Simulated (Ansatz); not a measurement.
Input file:

```yaml
crystal:
  periodic: [false, false, false]
  atoms:
    - {symbol: Si, position_ang: [0.000000, 0.000000, 1.524634]}
    - {symbol: C, position_ang: [0.000000, 0.000000, -0.157817]}
    - {symbol: H, position_ang: [0.000000, 0.000000, -1.366817]}
basis:
  gaussian: {orbitals: cc-pVDZ}
magnetization: {spin_polarized: true, initial_magnetization: 1}
hamiltonian: {xc: {name: B3LYP}}
correlation: {method: bccd, electrons: outside_noble_gas, diis_vectors: 4}
scf: {omitted_lower_state_checks: [cluster_reference]}
```

```sh
$ ansatz run in.yaml --threads 1 --pin off --events-out ev --progress --plain --max-ram 2393MiB
```

Output:

```
these checks for a lower state are left out or cut short: cluster_reference
362 factors; integrals over basis functions are off by at most 1.4e-3 eV
mean field evaluation 1: about -8922.3156 eV, gradient 2.8e1 eV
mean field evaluation 2: about -8922.3623 eV, gradient 2.8e1 eV
mean field evaluation 4: about -8926.6465 eV, gradient 6.8e0 eV
mean field evaluation 8: about -8927.0691 eV, gradient 2.3e-1 eV
mean field evaluation 16: about -8927.0701 eV, gradient 1.0e-4 eV
mean field evaluation 32: about -8921.0012 eV, gradient 1.4e1 eV
mean field -8927.07010764 eV, -328.0637754702 hartree, gradient 3.9e-6 eV, S^2 0.756834; 2 other end points of the search recorded, 0 dependent functions left out
6 core orbitals not correlated: weight in the atoms' cores, before any rotation towards them, 1.000 or more for the frozen orbitals, at most 0.000 for the correlated occupied ones
reference -8904.44258185 eV, -327.2322292351 hartree; 5, 4 occupied and 26, 27 virtual orbitals, 362 factors
second order -5.42972715 eV of doubles, -0.18520855 eV of singles
cycle   1  -5.85043448 eV  change   -2.4e-1 eV  update   7.8e-2
cycle   2  -6.06230060 eV  change   -2.1e-1 eV  update   2.7e-2
cycle   3  -6.12687445 eV  change   -6.5e-2 eV  update   1.4e-2
cycle   4  -6.13398988 eV  change   -7.1e-3 eV  update   5.8e-3
cycle   5  -6.13590252 eV  change   -1.9e-3 eV  update   3.2e-3
cycle   6  -6.13550411 eV  change    4.0e-4 eV  update   1.6e-3
cycle   7  -6.13654977 eV  change   -1.0e-3 eV  update   9.2e-4
cycle   8  -6.13657476 eV  change   -2.5e-5 eV  update   3.6e-4
cycle   9  -6.13680227 eV  change   -2.3e-4 eV  update   1.9e-4
cycle  10  -6.13688072 eV  change   -7.8e-5 eV  update   1.2e-4
cycle  11  -6.13687969 eV  change    1.0e-6 eV  update   8.4e-5
cycle  12  -6.13689135 eV  change   -1.2e-5 eV  update   5.2e-5
cycle  13  -6.13687663 eV  change    1.5e-5 eV  update   2.6e-5
cycle  14  -6.13687305 eV  change    3.6e-6 eV  update   1.4e-5
cycle  15  -6.13687065 eV  change    2.4e-6 eV  update   8.0e-6
Total energy: -8910.57945250 eV, -327.4577550718 hartree
Checks for a lower state left out: cluster_reference
```

Ran on 1 thread of Arm Neoverse V1, shared host: 2.2 s wall, 0.1 GiB peak host memory.
